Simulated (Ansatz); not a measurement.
# CH5O2+ (SMILES OC[OH2+]): a rigid scan of the angle H5–C2–O1

How does the energy rise as the angle H5–C2–O1 leaves its equilibrium value, and do density functionals follow CCSD(T)? No other atom is relaxed.

Program: Ansatz 0.2.0, Gaussian basis. Level of theory: single points in def2-TZVPP. These are calculated values, not measurements.

Levels: PBE-D4, r2SCAN-D4, PBE0-D4, B3LYP-D4, wB97M-V, Hartree-Fock, MP2, CCSD, CCSD(T). The scan takes 94.7, 100.7, 106.7, 112.7, 118.7, 124.7, 130.7, 136.7, 142.7°.

Cores are frozen in the correlated methods. B3LYP uses VWN-RPA correlation.

181 further runs of the same task are left out: 181 set aside as unsound or not needed.

## 1. The system as given

The minimum, relaxed at PBE0-D4: SMILES `OC[OH2+]`, 8 atoms, charge 1, spin multiplicity 1.

Atoms are counted from 1 here; the program's logs count them from 0.

Bond lengths: O1–C2 1.305 Å, O1–H4 0.968 Å, C2–H5 1.089 Å, C2–H6 1.087 Å, O3–H7 0.973 Å, O3–H8 0.973 Å. Angles: C2–O1–H4 113.4°, O1–C2–H5 118.7°, O1–C2–H6 112.3°, H5–C2–H6 116.2°, H7–O3–H8 109.3°.

Coordinates:

```
O    -1.2208    0.7197   -0.0775
C     0.0342    0.4927   -0.3536
O     0.4510   -0.8853    0.4922
H    -1.8336    0.2486   -0.6609
H     0.2965    0.1485   -1.3530
H     0.6950    1.2345    0.0880
H     0.1908   -0.8135    1.4272
H     1.3868   -1.1452    0.4375
```

Energies of the minimum (eV), from earlier single points: PBE-D4 -5200.89444, r2SCAN-D4 -5203.93494, PBE0-D4 -5200.98667, B3LYP-D4 -5206.84376, wB97M-V -5204.61871, CCSD(T) -5197.32372.

At the minimum the angle H5–C2–O1 is 118.7°.

## 2. H5–C2–O1 = 94.7°

File pbe-tzvpp/in.yaml:

```yaml
crystal:
  periodic: [false, false, false]
  atoms:
    - {symbol: O, position_ang: [-1.220796, 0.719714, -0.077529]}
    - {symbol: C, position_ang: [0.034249, 0.492737, -0.353585]}
    - {symbol: O, position_ang: [0.451006, -0.885337, 0.492181]}
    - {symbol: H, position_ang: [-1.833566, 0.248627, -0.660875]}
    - {symbol: H, position_ang: [-0.154126, 0.189434, -1.382438]}
    - {symbol: H, position_ang: [0.695013, 1.234457, 0.088046]}
    - {symbol: H, position_ang: [0.190808, -0.813492, 1.427181]}
    - {symbol: H, position_ang: [1.386828, -1.145185, 0.437540]}
basis:
  gaussian: {orbitals: def2-TZVPP}
total_charge: 1
hamiltonian: {xc: pbe, dispersion: d4}
output: {forces: true}
```

r2scan-tzvpp/in.yaml, as changes to pbe-tzvpp/in.yaml:

```diff
-hamiltonian: {xc: pbe, dispersion: d4}
+hamiltonian: {xc: r2scan, dispersion: d4}
```

pbe0-tzvpp/in.yaml:

```diff
-hamiltonian: {xc: pbe, dispersion: d4}
-output: {forces: true}
+hamiltonian: {xc: pbe0, dispersion: d4}
+output: {forces: true, orbitals: {seedname: orbitals}}
```

b3lyp-tzvpp/in.yaml:

```diff
-hamiltonian: {xc: pbe, dispersion: d4}
+hamiltonian: {xc: {name: B3LYP}, dispersion: d4}
```

wb97mv-tzvpp/in.yaml:

```diff
-hamiltonian: {xc: pbe, dispersion: d4}
-output: {forces: true}
+hamiltonian: {xc: {name: wB97M-V}}
```

ccsdt-tzvpp/in.yaml:

```diff
-hamiltonian: {xc: pbe, dispersion: d4}
-output: {forces: true}
+correlation: {method: ccsd_t}
```

One command serves all of them, each in its own folder.

The run is started by

```
> ansatz run in.yaml --threads 2 --pin off --events-out ev --progress --plain --max-ram 4352MiB
```

Further steps of the session: H5–C2–O1 = 100.7°; H5–C2–O1 = 106.7°; H5–C2–O1 = 112.7°; H5–C2–O1 = 118.7°; H5–C2–O1 = 124.7°; H5–C2–O1 = 130.7°; H5–C2–O1 = 136.7°; H5–C2–O1 = 142.7°.

Q: Predict the outcome of this session. Wanted: highest point, CCSD(T); lowest point, CCSD(T); minimum along the scan, CCSD(T); RMS deviation from CCSD(T); largest T1 diagnostic.

The runs gave:

| quantity | value |
| --- | --- |
| highest point, CCSD(T) | 67.0 kJ/mol at 94.7° |
| lowest point, CCSD(T) | 0.0 kJ/mol at 118.7° |
| minimum along the scan, CCSD(T) | 118.7° |
| curvature there | 2.24 meV/deg² |
| RMS deviation from CCSD(T) | PBE-D4 2.0, r2SCAN-D4 0.5, PBE0-D4 0.6, B3LYP-D4 0.4, wB97M-V 0.8, Hartree-Fock 4.1, MP2 0.3, CCSD 0.4 kJ/mol |
| largest T1 diagnostic | 0.013 |

**Reading.** A polynomial through the near points puts the CCSD(T) minimum at the PBE0-D4 value. Curvature against CCSD(T): PBE-D4 -6 %, Hartree-Fock +12 %. Best along the scan: MP2. Worst: Hartree-Fock.
